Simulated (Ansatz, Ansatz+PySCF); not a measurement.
```xyz
4

H     0.0000    0.5770   -0.9197
O     0.0000   -0.3985   -0.9052
O     0.0000   -0.6303    0.5810
O     0.0000    0.4518    1.2440
```

Basis set: cc-pVTZ (spherical functions). Frozen core: 3 orbitals. Correlation on ROHF uses semicanonical orbitals with singles. Charge 0, multiplicity 2.

Computed with Ansatz (development build ahead of 0.2.0); each method stands on the lowest determinant of its kind that the runs found.

Question: Give the atomization energy at this shape (free ground-state atoms in the same class of orbitals less the molecule, no zero-point energy) of doublet HO3 by ROHF-CCSD(T), ROHF-MP2, UHF-MP2.

Answer:

```
      method  atomization energy
ROHF-CCSD(T)        914.3 kJ/mol
    ROHF-MP2        934.7 kJ/mol
     UHF-MP2        901.3 kJ/mol
```

Caution for ROHF-CCSD(T), ROHF-MP2: large amplitudes, a single reference is doubtful. Caution for ROHF-MP2, UHF-MP2: forces differ strongly between restricted and unrestricted references. Caution for UHF-MP2: the unrestricted determinant is spin contaminated.
